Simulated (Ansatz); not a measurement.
The first iterations of a band of CH5AlO (8 atoms, charge 0, multiplicity 1).

Computed with RKS BLYP-D4/STO-3G (Ansatz).

- movable images: 7
- climbing image: yes
- spring: 5.0 eV/Å²
- optimiser: quadratic models (default)
- start path: through a guess of the saddle point
- force threshold: 0.05 eV/Å
- iteration limit: 60
- end points: relaxed

First end point:

```xyz
8
Properties=species:S:1:pos:R:3
Al -1.170 0.103 0.953
O 0.383 0.667 0.493
C 0.950 -0.009 -0.691
H -1.801 -1.026 0.170
H -1.751 0.816 2.147
H 0.356 -0.881 -1.074
H 1.054 0.716 -1.541
H 1.979 -0.387 -0.456
```

Last end point:

```xyz
8
Properties=species:S:1:pos:R:3
Al -1.990 0.212 1.222
O 0.899 -0.704 0.557
C 0.981 -0.199 -0.825
H -0.160 -0.504 0.783
H -2.817 1.380 1.916
H 0.294 -0.724 -1.547
H 0.766 0.903 -0.925
H 2.026 -0.364 -1.181
```

| iteration | highest image above the first end (eV) | largest band force component (eV/Å) |
| --- | --- | --- |
| 1 | 7.325 | 10.648 |
| 2 | 5.257 | 2.880 |
| 3 | 4.887 | 1.505 |
| 4 | 4.573 | 1.086 |
| 5 | 4.311 | 1.386 |
| 6 | 4.222 | 0.726 |
| 7 | 4.157 | 0.653 |
| 8 | 4.103 | 0.598 |
| 9 | 4.051 | 0.438 |

Q: Does the band converge within its limit, and where does its top end?

A: The run converged. It ended after 28 iterations with the highest image 4.022 eV above the first end. Neighbouring images differ by up to 1.9 eV, so the band resolves the path poorly. A vibrational analysis at the climbing image gives one clearly imaginary mode, 177i cm⁻¹: a first-order saddle point. The orbitals stay closed-shell, which can raise the energy where a bond breaks towards radicals; this wasn't checked here. Limits of this set-up: minimal basis.

The run took 4.3 min on 1 thread of AMD EPYC (Zen 3) (shared host), peak memory 0.097 GiB.
